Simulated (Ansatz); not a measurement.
`CBO` + H• → `CB[O]`• + H₂  (hydrogen abstraction from the O–H bond)

Calculated with Ansatz (gas phase, PBE0-D4/def2-TZVP geometries, no zero-point term in ΔE). CCSD(T)/CBS adds triple-zeta CCSD(T) − MP2 to the extrapolated MP2 energy (def2 sets, frozen cores). This one scheme is used for every species, atoms too. DFT in def2-TZVPP. B3LYP here is the variant with VWN-RPA as its local correlation; programs differ in this. HSE06 is defined as in plane-wave codes. No spin–orbit coupling; open shells (•) take unrestricted orbitals. One conformer a species, not always the lowest.

`CBO`:

Cartesian coordinates in Å:
```
C 0.335 0.579 -0.752
B -0.117 -0.489 0.290
O -0.693 -0.086 1.450
H 0.136 1.604 -0.436
H -0.162 0.403 -1.713
H 1.407 0.476 -0.957
H 0.031 -1.671 0.095
H -0.936 -0.816 2.023
```

`CB[O]`•:

Z-matrix (Å, degrees):
```
C
B 1 1.583
H 1 1.093 2 108.7
H 1 1.089 2 112.5 3 121.7
H 1 1.093 2 108.7 3 -116.5
O 2 1.290 1 125.2 3 -121.7
H 2 1.219 1 120.5 3 58.3
```

H₂:

Cartesian coordinates in Å:
```
H -0.289 -0.234 -0.028
H 0.289 0.234 0.028
```

```csv
level,ΔE (kJ/mol),difference from CCSD(T)/CBS
LDA (SPW92),3.1,-6.6
PBE-D4,-14.9,-24.6
revPBE-D4,-25.9,-35.6
BLYP-D4,-38.3,-48.0
r2SCAN-D4,-21.0,-30.7
B97M-V,-13.5,-23.2
PBE0-D4,1.6,-8.1
B3LYP-D4,-21.9,-31.6
r2SCAN0-D4,-10.2,-19.9
HSE06-D4,1.5,-8.2
BHLYP-D4,-10.9,-20.6
CAM-B3LYP-D4,-7.2,-16.9
ωB97X-V,1.0,-8.7
ωB97M-V,2.1,-7.6
B2PLYP,-0.1,-9.8
PBE-QIDH,23.4,13.7
PBE,-15.8,-25.5
revPBE,-29.3,-39.0
BLYP,-40.4,-50.1
PBE0,0.8,-8.9
B3LYP,-23.4,-33.1
r2SCANh,-16.4,-26.1
r2SCAN0,-10.5,-20.2
HSE06,0.7,-9.0
BHLYP,-11.9,-21.6
CAM-B3LYP,-7.9,-17.6
LC-ωPBE,12.3,2.6
HF/def2-SVP,-0.7,-10.4
MP2/def2-SVP,56.4,46.7
CCSD/def2-SVP,5.7,-4.0
CCSD(T)/def2-SVP,5.0,-4.7
HF/def2-TZVPP,-7.5,-17.2
MP2/def2-TZVPP,58.4,48.7
CCSD/def2-TZVPP,3.5,-6.2
CCSD(T)/def2-TZVPP,5.1,-4.6
HF/def2-QZVPP,-8.4,-18.1
MP2/def2-QZVPP,60.7,51.0
HF/CBS(def2),-8.5,-18.2
MP2/CBS(def2),63.0,53.3
CCSD/CBS(def2),8.2,-1.5
CCSD(T)/CBS,9.7,0
```

Largest T1 diagnostic among the species: 0.032.

At CCSD(T), def2-SVP lies −4.7 kJ/mol from the extrapolated value and def2-TZVPP −4.6 kJ/mol. Leaving LDA and LC-ωPBE aside and taking each functional with its dispersion term where it has one, the values spread over 61.7 kJ/mol, from BLYP-D4 to PBE-QIDH. LDA lies +18.9 kJ/mol from PBE without D4. From BLYP to BHLYP (50 % exact exchange), in def2-TZVPP and without D4, ΔE moves by +28.5 kJ/mol.
